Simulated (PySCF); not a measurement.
SF5, doublet: molecular constants

Method: PySCF, UPBE0, basis S def2-TZVP, F def2-TZVP (no relativity, density fitting).

The structure is a minimum.

```xyz
6
charge 0 multiplicity 2, angstrom
S     0.0000    0.0000   -0.2033
F     0.0000    0.0000    1.3406
F     1.6022    0.0000   -0.2495
F     0.0000    1.6022   -0.2495
F    -1.6022    0.0000   -0.2495
F     0.0000   -1.6022   -0.2495
```

| Item | Value |
| --- | --- |
| Point group | C4v |
| Bond lengths | S–F 1.544 Å, S–F 1.603 Å (×4) |
| Bond angles | F–S–F 90.0° (×4), F–S–F 91.7° (×4), F–S–F 176.7° (×2) |
| Heat capacity Cp at 298.15 K | 89.6 J/(mol K) |
| Highest occupied level (α) | -8.83 eV |
| Rotational symmetry number | 4 |
| Dipole moment | 0.27 D |
| Principal quadrupole moments (Buckingham, traceless) about the centre of mass | -1.57, -1.57, 3.15 D Å |
| Entropy at 298.15 K and 1 bar (electronic part: spin only) | 308.2 J/(mol K) |
| Rotational constants | 0.1224, 0.1224, 0.08641 cm⁻¹ |
| Atomisation energy without zero-point energy | 1551 kJ/mol |
| Lowest empty level (β) | -4.28 eV |
| Enthalpy at 298.15 K above 0 K | 16.66 kJ/mol |
| Spin squared ⟨S²⟩ | 0.754 |
| Zero-point energy | 40.8 kJ/mol |
| Principal polarisabilities | 20.8, 28.7, 28.7 bohr³ |

Harmonic modes (masses in u: S 31.972, F 18.998):
| symmetry | ω (cm⁻¹) | IR (km/mol, summed over degenerate members) |
| --- | --- | --- |
| b1 | 237 | 0.0 |
| e | 356 | 0.0 |
| b2 | 460 | 0.0 |
| e | 522 | 3.5 |
| a1 | 551 | 30.0 |
| b1 | 589 | 0.0 |
| a1 | 642 | 11.7 |
| e | 839 | 986 |
| a1 | 904 | 157 |

In C4v the vibrations span 2b1 + 3e + b2 + 3a1. The b1, b2 modes carry no infrared intensity, as symmetry demands.

Charges (e):
```
    atom  Mulliken  Löwdin  polar tensor  spin (Mulliken)  Mayer order to S1
      S1      0.87    0.43          2.93             0.59                  –
      F2     -0.13   -0.02         -0.53            -0.01               1.14
F3,4,5,6     -0.19   -0.10         -0.60             0.10               1.02
```

Mulliken populations on S1: s 5.49, p 8.45, d 1.00, f 0.18.

Outer orbital energies (eV). α occupied: -14.09, -13.26, -13.26, -13.26, -12.90, -12.90, -12.13, -8.83; empty: 0.29, 2.59, 2.59, 5.98. β occupied: -14.27, -13.91, -13.08, -13.08, -12.90, -12.75, -12.75, -12.01; empty: -4.28, 0.64, 3.14, 3.14.

Only a few start shapes were tried, so a lower isomer may exist.

The final relaxation and frequency run took 3.3 min on 4 threads of a shared Arm Neoverse N1 host, with 192 basis functions and 13 gradients; the process peaked at 2.4 GiB. Launch command: `OMP_NUM_THREADS=4 python axn.py task.json out`.
